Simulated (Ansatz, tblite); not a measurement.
# The cluster SiTe2: charged states by level of theory

What does removing or adding an electron cost or gain for the cluster SiTe2? Each charged state is run at several levels.

The runs use Ansatz 0.2.0, Gaussian basis; as each input shows.

Levels to be run: charge +1 doublet, at the geometry of the singlet (PBE0-D4/def2-TZVP, PBE-D4/def2-TZVP, r2SCAN-D4/def2-TZVP, CCSD(T)/def2-TZVPP); charge -1 doublet, at the geometry of the singlet (PBE0-D4/def2-TZVPD, PBE-D4/def2-TZVPD, r2SCAN-D4/def2-TZVPD); the starting singlet's energies come from earlier runs.

2 further runs of the same task are left out: 2 set aside as unsound or not needed.

## 1. The structure

The geometry is that of the singlet, from an earlier relaxation (r2SCAN-D4/def2-TZVP). At that level it is the lowest of the isomers that a small search found.

3 atoms, charge 0, spin multiplicity 1.

Atoms are counted from 1 here; the program's logs count them from 0.

Bond lengths: Si1–Te2 2.491 Å, Si1–Te3 2.491 Å, Te2–Te3 2.795 Å. Angles: Te2–Si1–Te3 68.2°, Si1–Te2–Te3 55.9°, Si1–Te3–Te2 55.9°.

Te takes a core potential in the def2 sets. No spin-orbit coupling is included.

## 2. Charge +1 doublet at the fixed geometry, first pass, PBE0-D4/def2-SVP

in.yaml

```yaml
crystal:
  periodic: [false, false, false]
  atoms:
    - {symbol: Si, position_ang: [-0.509022, 1.246558, 0.278123]}
    - {symbol: Te, position_ang: [0.621909, -0.772256, 1.201054]}
    - {symbol: Te, position_ang: [-0.112886, -0.474303, -1.479177]}
basis:
  gaussian: {orbitals: def2-SVP}
total_charge: 1
magnetization: {spin_polarized: true, initial_magnetization: 1}
hamiltonian: {xc: pbe0, dispersion: d4}
output: {orbitals: {seedname: orbitals}}
```

The run is started by

```
ansatz run in.yaml --threads 4 --pin off --events-out ev --progress --plain --max-ram 3916MiB
```

Standard output:

```text
Functional definition: PBE0
  name "PBE0"
  cite "Adamo & Barone, J. Chem. Phys. 110, 6158 (1999) doi:10.1063/1.478522"
  cite "Perdew, Burke & Ernzerhof, Phys. Rev. Lett. 77, 3865 (1996) doi:10.1103/PhysRevLett.77.3865"
  parent pbe
  parameter a = 0.25
  parameter kappa = 0.804
  parameter beta = 0.06672455060314922
  exchange = (1 - a)*pbe_x(kappa = kappa, mu = beta*pi^2/3) + a*exact_x
  correlation = pbe_c(beta = beta)
832 factors; integrals over basis functions are off by at most 3.7e-4 eV
mean field evaluation 1: about -22451.0917 eV, gradient 9.6e0 eV
mean field evaluation 2: about -22451.2746 eV, gradient 8.7e0 eV
mean field evaluation 4: about -22451.7628 eV, gradient 3.7e-1 eV
mean field evaluation 8: about -22451.7952 eV, gradient 1.6e-2 eV
mean field evaluation 16: about -22451.7952 eV, gradient 5.9e-5 eV
mean field -22451.79516860 eV, -825.0882540727 hartree, gradient 3.9e-5 eV, S^2 0.769786; 1 other end points of the search recorded, 0 dependent functions left out
reference -22451.79518786 eV, -825.0882547806 hartree; 31, 30 occupied and 39, 40 virtual orbitals, 832 factors
Total energy: -22451.92672295 eV, -825.0930886058 hartree
```

It took 0.55 s on 4 threads of AMD EPYC 9R45, shared host.

HOMO -12.20 eV, LUMO -9.64 eV (over both spins); ⟨S²⟩ 0.770 (pure: 0.75).

## 3. Charge +1 doublet at the fixed geometry, PBE0-D4/def2-TZVP

start.molden holds the orbitals of an earlier run on this state, given as this run's starting guess.

Edit in.yaml of step 2 so:

```diff
@@ -7,3 +7,3 @@
 basis:
-  gaussian: {orbitals: def2-SVP}
+  gaussian: {orbitals: def2-TZVP, initial_orbitals: start.molden}
 total_charge: 1
@@ -11,2 +11,3 @@
 hamiltonian: {xc: pbe0, dispersion: d4}
+scf: {omitted_lower_state_checks: [starts]}
 output: {orbitals: {seedname: orbitals}}
```

The command is unchanged.

Standard output:

```text
Functional definition: PBE0
  name "PBE0"
  cite "Adamo & Barone, J. Chem. Phys. 110, 6158 (1999) doi:10.1063/1.478522"
  cite "Perdew, Burke & Ernzerhof, Phys. Rev. Lett. 77, 3865 (1996) doi:10.1103/PhysRevLett.77.3865"
  parent pbe
  parameter a = 0.25
  parameter kappa = 0.804
  parameter beta = 0.06672455060314922
  exchange = (1 - a)*pbe_x(kappa = kappa, mu = beta*pi^2/3) + a*exact_x
  correlation = pbe_c(beta = beta)
these checks for a lower state are left out or cut short: starts
1144 factors; their error is unknown
mean field evaluation 1: about -22453.9610 eV, gradient 4.6e1 eV
mean field evaluation 2: about -22454.8491 eV, gradient 1.4e0 eV
mean field evaluation 4: about -22455.1896 eV, gradient 5.0e-1 eV
mean field evaluation 8: about -22455.1901 eV, gradient 2.2e-5 eV
mean field -22455.19014700 eV, -825.2130172277 hartree, gradient 2.1e-5 eV, S^2 0.772637; 0 other end points of the search recorded, 0 dependent functions left out
reference -22455.19017252 eV, -825.2130181657 hartree; 31, 30 occupied and 106, 107 virtual orbitals, 1144 factors
Total energy: -22455.32170761 eV, -825.2178519909 hartree
Checks for a lower state left out: starts
```

Wall time 0.95 s (4 threads of AMD EPYC 9R45, shared host).

HOMO -12.11 eV, LUMO -9.51 eV (over both spins); ⟨S²⟩ 0.773 (pure: 0.75).

## 4. Charge +1 doublet at the fixed geometry, PBE-D4/def2-TZVP

Edit in.yaml of step 3 so:

```diff
@@ -10,3 +10,3 @@
 magnetization: {spin_polarized: true, initial_magnetization: 1}
-hamiltonian: {xc: pbe0, dispersion: d4}
+hamiltonian: {xc: pbe, dispersion: d4}
 scf: {omitted_lower_state_checks: [starts]}
```

Same command.

Standard output:

```text
Functional definition: PBE
  name "PBE"
  cite "Perdew, Burke & Ernzerhof, Phys. Rev. Lett. 77, 3865 (1996) doi:10.1103/PhysRevLett.77.3865"
  parent pbe
  parameter kappa = 0.804
  parameter beta = 0.06672455060314922
  exchange = pbe_x(kappa = kappa, mu = beta*pi^2/3)
  correlation = pbe_c(beta = beta)
these checks for a lower state are left out or cut short: starts
1024 factors; their error is unknown
mean field evaluation 1: about -22454.0205 eV, gradient 5.9e0 eV
mean field evaluation 2: about -22454.0979 eV, gradient 1.1e-1 eV
mean field evaluation 4: about -22453.8415 eV, gradient 1.8e-3 eV
mean field evaluation 8: about -22453.8415 eV, gradient 5.3e-5 eV
mean field -22453.84147840 eV, -825.1634545707 hartree, gradient 5.3e-5 eV, S^2 0.758689; 0 other end points of the search recorded, 0 dependent functions left out
reference -22453.84151220 eV, -825.1634558129 hartree; 31, 30 occupied and 106, 107 virtual orbitals, 1024 factors
Total energy: -22453.99716282 eV, -825.1691758676 hartree
Checks for a lower state left out: starts
```

Wall time 0.6 s (4 threads of AMD EPYC 9R45, shared host).

HOMO -11.04 eV, LUMO -10.22 eV (over both spins); ⟨S²⟩ 0.759 (pure: 0.75).

## 5. Charge +1 doublet at the fixed geometry, r2SCAN-D4/def2-TZVP

Edit in.yaml of step 4 so:

```diff
@@ -10,3 +10,3 @@
 magnetization: {spin_polarized: true, initial_magnetization: 1}
-hamiltonian: {xc: pbe, dispersion: d4}
+hamiltonian: {xc: r2scan, dispersion: d4}
 scf: {omitted_lower_state_checks: [starts]}
```

Launched as before.

Standard output:

```text
Functional definition: r2SCAN
  name "r2SCAN"
  cite "Furness, Kaplan, Ning, Perdew & Sun, J. Phys. Chem. Lett. 11, 8208 (2020) doi:10.1021/acs.jpclett.0c02405"
  cite "Furness, Kaplan, Ning, Perdew & Sun, J. Phys. Chem. Lett. 11, 9248 (2020) doi:10.1021/acs.jpclett.0c03077"
  parent r2scan
  parameter k0 = 0.174
  parameter k1 = 0.065
  parameter a1 = 4.9479
  exchange = r2scan_x(k0 = k0, k1 = k1, a1 = a1)
  correlation = r2scan_c
these checks for a lower state are left out or cut short: starts
1024 factors; their error is unknown
mean field evaluation 1: about -22463.0452 eV, gradient 4.8e0 eV
mean field evaluation 2: about -22463.0877 eV, gradient 5.6e-2 eV
mean field evaluation 4: about -22462.8273 eV, gradient 4.5e-4 eV
mean field evaluation 8: about -22462.8273 eV, gradient 2.2e-5 eV
mean field -22462.82734415 eV, -825.4936790464 hartree, gradient 2.2e-5 eV, S^2 0.773705; 0 other end points of the search recorded, 0 dependent functions left out
reference -22462.82735909 eV, -825.4936795953 hartree; 31, 30 occupied and 106, 107 virtual orbitals, 1024 factors
Total energy: -22462.85384803 eV, -825.4946530457 hartree
Checks for a lower state left out: starts
```

It took 1.2 s on 4 threads of AMD EPYC 9R45, shared host.

From the report: HOMO -11.43 eV, LUMO -10.10 eV (over both spins); ⟨S²⟩ 0.774 (pure: 0.75).

## 6. Charge +1 doublet at the fixed geometry, CCSD(T)/def2-TZVPP

in.yaml

```yaml
crystal:
  periodic: [false, false, false]
  atoms:
    - {symbol: Si, position_ang: [-0.509022, 1.246558, 0.278123]}
    - {symbol: Te, position_ang: [0.621909, -0.772256, 1.201054]}
    - {symbol: Te, position_ang: [-0.112886, -0.474303, -1.479177]}
basis:
  gaussian: {orbitals: def2-TZVPP, initial_orbitals: start.molden}
total_charge: 1
magnetization: {spin_polarized: true, initial_magnetization: 1}
correlation: {method: ccsd_t}
scf: {omitted_lower_state_checks: [starts, cluster_reference]}
output: {orbitals: {seedname: orbitals}}
```

The command is unchanged.

Standard output, cut to the lines that bear on the results:

```text
Functional definition: HF
  name "HF"
  cite "Fock, Z. Phys. 61, 126 (1930) doi:10.1007/BF01340294"
  parent pbe
[...]
1209 factors; integrals over basis functions are off by at most 7.5e-4 eV
[...]
mean field -22387.40123876 eV, -822.7218207988 hartree, gradient 3.0e-6 eV, S^2 0.867107; 0 other end points of the search recorded, 0 dependent functions left out
13 core orbitals not correlated: weight in the atoms' cores, before any rotation towards them, 1.000 or more for the frozen orbitals, at most 0.000 for the correlated occupied ones
reference -22387.40123876 eV, -822.7218207988 hartree; 18, 17 occupied and 111, 112 virtual orbitals, 1209 factors
second order -26.90119101 eV of doubles, -0.00000000 eV of singles
cycle   1  -24.81490314 eV  change     2.1e0 eV  update   1.4e-1
[...]
cycle  12  -25.69167183 eV  change   -3.4e-6 eV  update   9.9e-6
perturbative correction -0.91742909 eV, -0.0337148973 hartree
Total energy: -22414.01033968 eV, -823.6996872212 hartree
Checks for a lower state left out: starts, cluster_reference
```

Run time: 9 s. Hardware: 4 threads of AMD EPYC 9R45, shared host; peak memory 1.6 GiB.

Report: Hartree-Fock HOMO -14.18 eV, LUMO -6.21 eV (over both spins); ⟨S²⟩ 0.867 (pure: 0.75); T1 0.019.

## 7. Vertical ionisation energy

Charged state less starting state, singlet to doublet; the starting state's energies are those of its earlier runs.

Differences are taken before rounding.

```tsv
method	vertical ionisation energy (eV)	from CCSD(T)/def2-TZVPP (eV)	time
HF/def2-TZVPP	7.00	-0.68	
PBE-D4/def2-TZVP	7.60	-0.07	1.1 s
r2SCAN-D4/def2-TZVP	7.68	0.00	2.1 s
PBE0-D4/def2-TZVP	7.70	+0.03	1.6 s
MP2/def2-TZVPP	7.78	+0.10	
CCSD/def2-TZVPP	7.66	-0.02	
CCSD(T)/def2-TZVPP	7.68	0	12 s
```

Times add the two runs; a level without a time comes out of a correlated run.

Beside −ε(HOMO) of the starting state:

```tsv
level	−ε(HOMO) (eV)	by difference (eV)	mismatch (eV)
PBE-D4/def2-TZVP	4.98	7.60	-2.62
r2SCAN-D4/def2-TZVP	5.20	7.68	-2.48
PBE0-D4/def2-TZVP	5.89	7.70	-1.82
```

## 8. Charge -1 doublet at the fixed geometry, first pass, PBE0-D4/def2-SVP

in.yaml

```yaml
crystal:
  periodic: [false, false, false]
  atoms:
    - {symbol: Si, position_ang: [-0.509022, 1.246558, 0.278123]}
    - {symbol: Te, position_ang: [0.621909, -0.772256, 1.201054]}
    - {symbol: Te, position_ang: [-0.112886, -0.474303, -1.479177]}
basis:
  gaussian: {orbitals: def2-SVP}
total_charge: -1
magnetization: {spin_polarized: true, initial_magnetization: 1}
hamiltonian: {xc: pbe0, dispersion: d4}
output: {orbitals: {seedname: orbitals}}
```

Launched as before.

Standard output, cut to the lines that bear on the results:

```text
Functional definition: PBE0
  name "PBE0"
  cite "Adamo & Barone, J. Chem. Phys. 110, 6158 (1999) doi:10.1063/1.478522"
  cite "Perdew, Burke & Ernzerhof, Phys. Rev. Lett. 77, 3865 (1996) doi:10.1103/PhysRevLett.77.3865"
  parent pbe
[...]
833 factors; integrals over basis functions are off by at most 3.7e-4 eV
[...]
mean field -22460.71075798 eV, -825.4158959391 hartree, gradient 3.5e-6 eV, S^2 0.755649; 5 other end points of the search recorded, 0 dependent functions left out
reference -22460.71077792 eV, -825.4158966720 hartree; 32, 31 occupied and 38, 39 virtual orbitals, 833 factors
Total energy: -22460.86171639 eV, -825.4214435585 hartree
```

It took 1.2 s on 4 threads of AMD EPYC 9R45, shared host.

From the report: HOMO 0.65 eV, LUMO 2.17 eV (over both spins); ⟨S²⟩ 0.756 (pure: 0.75). Doubts: highest occupied level lies above zero.

## 9. Charge -1 doublet at the fixed geometry, PBE0-D4/def2-TZVPD

Edit in.yaml of step 8 so:

```diff
@@ -7,3 +7,3 @@
 basis:
-  gaussian: {orbitals: def2-SVP}
+  gaussian: {orbitals: def2-TZVPD, initial_orbitals: start.molden}
 total_charge: -1
@@ -11,2 +11,3 @@
 hamiltonian: {xc: pbe0, dispersion: d4}
+scf: {omitted_lower_state_checks: [starts]}
 output: {orbitals: {seedname: orbitals}}
```

Same command.

Standard output:

```text
Functional definition: PBE0
  name "PBE0"
  cite "Adamo & Barone, J. Chem. Phys. 110, 6158 (1999) doi:10.1063/1.478522"
  cite "Perdew, Burke & Ernzerhof, Phys. Rev. Lett. 77, 3865 (1996) doi:10.1103/PhysRevLett.77.3865"
  parent pbe
  parameter a = 0.25
  parameter kappa = 0.804
  parameter beta = 0.06672455060314922
  exchange = (1 - a)*pbe_x(kappa = kappa, mu = beta*pi^2/3) + a*exact_x
  correlation = pbe_c(beta = beta)
these checks for a lower state are left out or cut short: starts
1250 factors; their error is unknown
mean field evaluation 1: about -22462.8211 eV, gradient 4.7e1 eV
mean field evaluation 2: about -22463.8214 eV, gradient 1.8e0 eV
mean field evaluation 4: about -22464.2104 eV, gradient 4.3e-1 eV
mean field evaluation 8: about -22464.2107 eV, gradient 2.1e-5 eV
mean field -22464.21074394 eV, -825.5445180510 hartree, gradient 9.3e-6 eV, S^2 0.758150; 0 other end points of the search recorded, 0 dependent functions left out
reference -22464.21078127 eV, -825.5445194228 hartree; 32, 31 occupied and 129, 130 virtual orbitals, 1250 factors
Total energy: -22464.36171974 eV, -825.5500663093 hartree
Checks for a lower state left out: starts
```

Run time: 1.9 s. Hardware: 4 threads of AMD EPYC 9R45, shared host; peak memory 0.58 GiB.

From the report: HOMO 0.30 eV, LUMO 1.74 eV (over both spins); ⟨S²⟩ 0.758 (pure: 0.75). Doubts: highest occupied level lies above zero.

## 10. Charge -1 doublet at the fixed geometry, PBE-D4/def2-TZVPD

Edit in.yaml of step 9 so:

```diff
@@ -10,3 +10,3 @@
 magnetization: {spin_polarized: true, initial_magnetization: 1}
-hamiltonian: {xc: pbe0, dispersion: d4}
+hamiltonian: {xc: pbe, dispersion: d4}
 scf: {omitted_lower_state_checks: [starts]}
```

Launched as before.

Standard output:

```text
Functional definition: PBE
  name "PBE"
  cite "Perdew, Burke & Ernzerhof, Phys. Rev. Lett. 77, 3865 (1996) doi:10.1103/PhysRevLett.77.3865"
  parent pbe
  parameter kappa = 0.804
  parameter beta = 0.06672455060314922
  exchange = pbe_x(kappa = kappa, mu = beta*pi^2/3)
  correlation = pbe_c(beta = beta)
these checks for a lower state are left out or cut short: starts
1173 factors; their error is unknown
mean field evaluation 1: about -22462.5543 eV, gradient 5.8e0 eV
mean field evaluation 2: about -22462.6302 eV, gradient 1.1e-1 eV
mean field evaluation 4: about -22462.6223 eV, gradient 8.3e-4 eV
mean field evaluation 8: about -22462.6272 eV, gradient 9.2e-1 eV
mean field evaluation 16: about -22462.6452 eV, gradient 2.4e-4 eV
mean field -22462.64517237 eV, -825.4869843568 hartree, gradient 1.1e-5 eV, S^2 0.757899; 1 other end points of the search recorded, 0 dependent functions left out
reference -22462.64521995 eV, -825.4869861054 hartree; 32, 31 occupied and 129, 130 virtual orbitals, 1173 factors
Total energy: -22462.82382652 eV, -825.4935497757 hartree
Checks for a lower state left out: starts
```

It took 1.9 s on 4 threads of AMD EPYC 9R45, shared host.

HOMO 1.04 eV, LUMO 1.09 eV (over both spins); ⟨S²⟩ 0.758 (pure: 0.75); the next solution that the search met lies 0.023 eV higher. Doubts: highest occupied level lies above zero.

## 11. Charge -1 doublet at the fixed geometry, r2SCAN-D4/def2-TZVPD

Edit in.yaml of step 10 so:

```diff
@@ -10,3 +10,3 @@
 magnetization: {spin_polarized: true, initial_magnetization: 1}
-hamiltonian: {xc: pbe, dispersion: d4}
+hamiltonian: {xc: r2scan, dispersion: d4}
 scf: {omitted_lower_state_checks: [starts]}
```

Same command.

Standard output:

```text
Functional definition: r2SCAN
  name "r2SCAN"
  cite "Furness, Kaplan, Ning, Perdew & Sun, J. Phys. Chem. Lett. 11, 8208 (2020) doi:10.1021/acs.jpclett.0c02405"
  cite "Furness, Kaplan, Ning, Perdew & Sun, J. Phys. Chem. Lett. 11, 9248 (2020) doi:10.1021/acs.jpclett.0c03077"
  parent r2scan
  parameter k0 = 0.174
  parameter k1 = 0.065
  parameter a1 = 4.9479
  exchange = r2scan_x(k0 = k0, k1 = k1, a1 = a1)
  correlation = r2scan_c
these checks for a lower state are left out or cut short: starts
1173 factors; their error is unknown
mean field evaluation 1: about -22471.8126 eV, gradient 4.6e0 eV
mean field evaluation 2: about -22471.8525 eV, gradient 5.4e-2 eV
mean field evaluation 4: about -22471.8413 eV, gradient 1.8e-4 eV
mean field evaluation 8: about -22471.8413 eV, gradient 2.3e-5 eV
mean field -22471.84130212 eV, -825.8249358919 hartree, gradient 4.5e-6 eV, S^2 0.762407; 0 other end points of the search recorded, 0 dependent functions left out
reference -22471.84133815 eV, -825.8249372159 hartree; 32, 31 occupied and 129, 130 virtual orbitals, 1173 factors
Total energy: -22471.87173044 eV, -825.8260541120 hartree
Checks for a lower state left out: starts
```

Run time: 3.8 s. Hardware: 4 threads of AMD EPYC 9R45, shared host.

HOMO 0.96 eV, LUMO 1.17 eV (over both spins); ⟨S²⟩ 0.762 (pure: 0.75). Doubts: highest occupied level lies above zero.

## 12. Vertical electron affinity

Starting state less charged state (positive: the electron is bound), singlet to doublet; the starting state's energies are those of its earlier runs.

```tsv
level	vertical electron affinity (eV)	time
PBE-D4/def2-TZVPD	+1.20	2.5 s
r2SCAN-D4/def2-TZVPD	+1.31	4.8 s
PBE0-D4/def2-TZVPD	+1.31	2.7 s
```

Times add the two runs; a level without a time comes out of a correlated run.

Beside −ε(LUMO) of the starting state:

```tsv
level	−ε(LUMO) (eV)	by difference (eV)	mismatch (eV)
PBE-D4/def2-TZVPD	3.52	1.20	+2.32
r2SCAN-D4/def2-TZVPD	3.49	1.31	+2.17
PBE0-D4/def2-TZVPD	2.86	1.31	+1.54
```

## 13. Outcome

| quantity | value |
| --- | --- |
| vertical ionisation energy, functionals in def2-TZVP | 7.60 (PBE-D4) to 7.70 eV (PBE0-D4) |
| vertical ionisation energy, CCSD(T)/def2-TZVPP | 7.68 eV |
| vertical electron affinity, functionals in def2-TZVPD | 1.20 (PBE-D4) to 1.31 eV (r2SCAN-D4) |

In words: The vertical ionisation energy spans 7.60 to 7.70 eV over the functionals, beside 7.68 eV from CCSD(T)/def2-TZVPP. −ε(HOMO) misses the level's own difference by -1.82 eV at best (PBE0-D4) and -2.62 eV at worst (PBE-D4). The reference is CCSD(T) in one finite basis, so it carries an error of its own, often a tenth of an eV or more, and near misses can't be ranked. The vertical electron affinity spans 1.20 to 1.31 eV over the functionals. The anion's highest level lies above zero where self-interaction lifts it, so diffuse functions weigh on these values. −ε(LUMO) misses the level's own difference by +1.54 eV at best (PBE0-D4) and +2.32 eV at worst (PBE-D4).
